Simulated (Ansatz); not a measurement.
BClH2O (`OBCl`). Charge 0, multiplicity 1.

```xyz
5

O     0.020   -1.016    0.308
B    -0.337    0.243    0.018
Cl    0.828    1.386   -0.657
H     0.942   -1.214    0.115
H    -1.453    0.601    0.216
```

Task: Give the diagnostics of a CCSD(T)/def2-TZVPP run (frozen core, Ansatz 0.2.0). (An estimate is asked.)

Result: The calculation gave: T1 = 0.0123, largest single amplitude 0.035, largest double 0.029, (T) share of the correlation energy 3.7 %, 9 CCSD cycles. The RHF solution is stable towards an unrestricted one. T1 lies under the customary mark of 0.02 for closed shells.
